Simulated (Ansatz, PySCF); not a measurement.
Gas-phase reaction in SMILES: Cl (HCl) → Cl (HCl) as doublet, charge +1 + e-
Each molecule is optimised on its own at B3LYP-D3(BJ)/def2-TZVP (Ansatz, a quantum-chemistry and plane-wave program).

Quantity: adiabatic ionisation energy (0 K, with B3LYP-D3(BJ) harmonic zero-point energies from PySCF), in eV. Valence correlation only, unless marked. Open shells are spin-unrestricted. No spin-orbit coupling. No relativistic terms. Basis-set limits of correlation are two-point, X^-3; Hartree-Fock from the larger set (for Q and 5 zeta extrapolated as (X+1)exp(-9√X)).

```
level                                        program  adiabatic ionisation energy (eV)
------------------------------------  --------------  --------------------------------
SVWN5/def2-TZVPD                              Ansatz                             12.92
PBE/def2-TZVPD                                Ansatz                             12.67
B3LYP-D3(BJ)/def2-TZVPD               Ansatz + dftd3                             12.73
PBE0/def2-TZVP                                Ansatz                             12.63
CAM-B3LYP-D3(BJ)/def2-TZVPD           Ansatz + dftd3                             12.73
CCSD/aug-cc-pV(T+d)Z                          Ansatz                             12.56
CCSD/cc-pVTZ                                  Ansatz                             12.50
CCSD/def2-TZVPP                               Ansatz                             12.50
CCSD(T)/STO-3G                                Ansatz                             10.99
CCSD(T)/6-31G*                                Ansatz                             12.14
CCSD(T)/cc-pV(T+d)Z                           Ansatz                             12.55
CCSD(T)/cc-pV(5+d)Z                           Ansatz                             12.74
CCSDT/cc-pV(D+d)Z                             Ansatz                             12.20
CCSD(T)/CBS(def2-TZVPP,def2-QZVPP)            Ansatz                             12.80
CCSD(T)/CBS(cc-pV(Q+d)Z,cc-pV(5+d)Z)          Ansatz                             12.79
```
